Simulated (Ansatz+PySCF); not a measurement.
A calculation with PySCF 2.14.0.

```python
from pyscf import gto, scf

mol = gto.M(atom="""
C 0.020870 0.006160 -0.713720
C -0.024730 0.028920 0.639970
C -0.002920 1.180050 -1.506470
C 0.036040 -1.236090 1.494160
H -0.020940 -0.973190 -1.150130
H 0.005340 0.953720 1.144750
H 0.018230 2.185130 -0.949790
H 0.928970 1.248340 -2.207710
H -0.912620 1.280660 -2.216030
H 0.002410 -2.162350 0.877220
H 0.862370 -1.206030 2.188890
H -0.901370 -1.205890 2.197200
""", basis='def2-svp', charge=0, spin=0)
mf = scf.UHF(mol)
mf.init_guess = 'atom'
mf.kernel()
while True:  # follow internal instabilities
    mo, _, stable, _ = mf.stability(return_status=True)
    if stable: break
    mf.kernel(mf.make_rdm1(mo, mf.mo_occ))
print(mf.converged, mf.e_tot, mf.spin_square()[0])
```

The script is written out from the run's settings.

Results

```yaml
Converged: yes
Total_energy: -155.97809 hartree
Spin_squared_of_the_determinant: 0.047
```
